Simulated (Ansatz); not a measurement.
**All-electron card of V**

```
V
1.0
    -1.49887    1.49887    1.49887
     1.49887   -1.49887    1.49887
     1.49887    1.49887   -1.49887
V
1
Direct
  0.00000 0.00000 0.00000
```

The cell was built from the bcc type and relaxed in the same program, and has space group Im-3m; it needn't be a known or the stable phase.

Theory: Ansatz 0.2.0, DFT, PBE, all-electron LAPW, scalar-relativistic.

The runs use a Γ-centred 16×16×16 k mesh, Fermi–Dirac smearing of 0.05 eV, basis error target 1 meV/atom, spin-polarised from start moments V 1.5 μB (the moments died away, and the run ended non-magnetic).

* Volume per atom: 13.47 Å³
* Pressure at this cell: -0.2 kbar

(1) Give the computed value. Band gap.

(2) Give the computed value. Density of states at the Fermi level (0.2 eV bin).

## Answers

(1) none: bands cross the Fermi level, a metal.

(2) 1.94 states/eV per cell.
